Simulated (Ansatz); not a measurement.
# Sc3CuW: from a trial structure to a relaxed crystal

All numbers below come from DFT PBE, scalar-relativistic, plane waves, PAW (Ansatz 0.2.0).

The start puts Sc3CuW on the hexagonal perovskite (2H) structure type (P6_3/mmc, No. 194), with Cu in place of Ba, W in place of Ni, Sc in place of O, at a guessed volume.

The final relaxation ran on this input, with the default PAW datasets:

```yaml
crystal:
  lattice:
    - [7.4114045625, 0.0, 0.0]
    - [-3.7057022813, 6.4184646289, 0.0]
    - [0.0, 0.0, 4.858474767]
  atoms:
    - { symbol: Sc, position: [0.1921774409, 0.3843548818, 0.25] }
    - { symbol: Sc, position: [0.8078225591, 0.1921774409, 0.75] }
    - { symbol: Sc, position: [0.8078225591, 0.6156451182, 0.75] }
    - { symbol: Sc, position: [0.1921774409, 0.8078225591, 0.25] }
    - { symbol: Sc, position: [0.6156451182, 0.8078225591, 0.25] }
    - { symbol: Sc, position: [0.3843548818, 0.1921774409, 0.75] }
    - { symbol: Cu, position: [0.3333333333, 0.6666666667, 0.75] }
    - { symbol: Cu, position: [0.6666666667, 0.3333333333, 0.25] }
    - { symbol: W, position: [0.0, 0.0, 0.5] }
    - { symbol: W, position: [0.0, 0.0, 0.0] }
basis:
  ecutwfc: 420
kpoints:
  mp_grid: { grid: [6, 6, 8] }
hamiltonian:
  xc: pbe
scf:
  occupations: { method: gaussian, width: 0.1 }
output:
  forces: true
  stress: true
  eigenvalues: true
relax:
  adjacent_minimum: "off"
  f_tol: 0.01
  max_steps: 80
  cell: { stress_tol: 0.05 }
```

Launched as:

```bash
ansatz run input.yaml --threads 1 --pin off --max-ram 2560MiB --backend cpu --events-out ev --progress --plain --runs-dir out
```

It took 6.1 min on 1 thread of Arm Neoverse V1, on a shared host, peak memory 0.8 GiB.

End of the output:

```
SCF converged after 7 iterations
Free energy (F): -46830.445282 eV
Harris-Foulkes:  -46830.445282 eV  (|F-HF|=2.18e-11)
Internal energy: -46830.376113 eV  (E = F + TS)
E sigma→0 (E₀):  -46830.410697 eV
Entropy (-TS):   -0.069169 eV (-6.917 meV/atom)
Fermi energy:    10.268042 eV
--- Per-component energies (eV) ---
  E_band       = -2391.962589
  E_kinetic    = 3062.430797
  E_local      = -18546.930807  (includes V_loc(G=0)·N_el)
  E_nonlocal   = 1288.677463
  E_hartree    = 7566.912879
  E_xc         = -1332.689082
  E_vxc        = -1475.344415  (∫ρ·V_xc dr)
  E_paw        = -26187.131664  (= ΣΔE_a)
  E_vpaw       = -1854.621838  (= ΣTr[D̂ρ^β])
  E_aug_tail   = 0.000475  (compensation charges beyond the density's cutoff)
  E_ewald      = -12681.646174
  E_smearing   = -0.069169  (= −TS)
  E_closure    = 0.000000  (closes the sum)
  Σ components = -46830.445282   (vs F -46830.445282, Δ=0.00e0)
--- Forces (eV/Å), atoms counted from 1 ---
  atom   1  Sc     0.00000000    -0.00005001     0.00000000
  atom   2  Sc     0.00004331    -0.00002500     0.00000000
  atom   3  Sc     0.00000000     0.00005001     0.00000000
  atom   4  Sc    -0.00004331     0.00002500     0.00000000
  atom   5  Sc     0.00004331     0.00002500     0.00000000
  atom   6  Sc    -0.00004331    -0.00002500     0.00000000
  atom   7  Cu     0.00000000     0.00000000     0.00000000
  atom   8  Cu     0.00000000     0.00000000     0.00000000
  atom   9  W      0.00000000     0.00000000     0.00000000
  atom  10  W      0.00000000     0.00000000     0.00000000
  max |Σ_I F_I| component: 4.92e-18 eV/Å
--- Stress (GPa, compression-positive) ---
       -0.006975       0.000000       0.000000
        0.000000      -0.006975       0.000000
        0.000000       0.000000       0.045197
  P = ⅓ Tr σ = 0.0104 GPa (0.104 kbar)
--- Relaxed structure (5 steps of the walk, 5 accepted, 1 SCFs on fresh bases) ---
  F+E_penalty+E_count = -46830.44528157 eV   max|allowed force component| = 5.001e-5 eV/Å   (the final SCF, on the basis selected at the relaxed cell)
  cell:  # Å, volume = 230.2854 Å³
    - [7.508444, 0.000000, 0.000000]
    - [-3.754222, 6.502504, 0.000000]
    - [0.000000, 0.000000, 4.716674]
  atoms:
    - { symbol: Sc, position: [0.194584, 0.389167, 0.25] }
    - { symbol: Sc, position: [0.805416, 0.194584, 0.750000] }
    - { symbol: Sc, position: [0.805416, 0.610833, 0.750000] }
    - { symbol: Sc, position: [0.194584, 0.805416, 0.25] }
    - { symbol: Sc, position: [0.610833, 0.805416, 0.25] }
    - { symbol: Sc, position: [0.389167, 0.194584, 0.750000] }
    - { symbol: Cu, position: [0.333333, 0.666667, 0.750000] }
    - { symbol: Cu, position: [0.666667, 0.333333, 0.25] }
    - { symbol: W, position: [0.000000, 0.000000, 0.5] }
    - { symbol: W, position: [0.000000, 0.000000, 0.000000] }
```

Absolute energies hang on the potentials; compare differences alone.

The result has space group P6_3/mmc (No. 194). Sc has 2 W at 2.79 Å, 2 Cu at 2.97 Å and 2 Sc at 3.13 Å (next Sc at 3.46 Å); around Cu lie 6 Sc at 2.97 Å; W is coordinated by 2 W at 2.36 Å and 6 Sc at 2.79 Å.

Against the elements it lies at 0.45 eV/atom. The zero of energy is the elements' standard structures at the same level; no fitted shifts are applied.

For metals, differences of a few meV/atom aren't resolved. Spin–orbit coupling is left out.

A structure relaxed within its symmetry needn't be a true minimum.